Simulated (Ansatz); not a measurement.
Process, species as SMILES: C#C (C2H2) → [C-]#C + H+
B3LYP-D3(BJ)/def2-TZVP geometries, fixed; electronic energies without zero-point terms.

Effect of a fitting basis named in the input at HF/def2-TZVPP with Ansatz (a first-principles code), against the last row, where the deprotonation energy is 389.19 kcal/mol. The default fits or decomposes integrals by the program's own choice; accuracy: high also tightens integrals, grids and stops.

```
setting                        largest shift of a total energy (mEh)  shift of the deprotonation energy (kcal/mol)
-----------------------------  -------------------------------------  --------------------------------------------
fitting: def2-SV(P)-JKFIT                                      0.035                                         0.012
fitting: def2-universal-JKFIT                                  0.035                                         0.012
fitting: cc-pVTZ-JKFIT                                         0.069                                         0.004
fitting: cc-pVQZ-JKFIT                                         0.008                                         0.003
fitting: cc-pV5Z-JKFIT                                         0.004                                         0.002
accuracy: high                                                -0.001                                         0.000
accuracy: medium (default)                                     0.000                                         0.000
```

Within 0.02 kcal/mol in the deprotonation energy: fitting: def2-SV(P)-JKFIT; fitting: def2-universal-JKFIT; fitting: cc-pVTZ-JKFIT; fitting: cc-pVQZ-JKFIT; fitting: cc-pV5Z-JKFIT; accuracy: high. The largest shift is 0.069 mEh in a total energy and 0.012 kcal/mol in the difference.
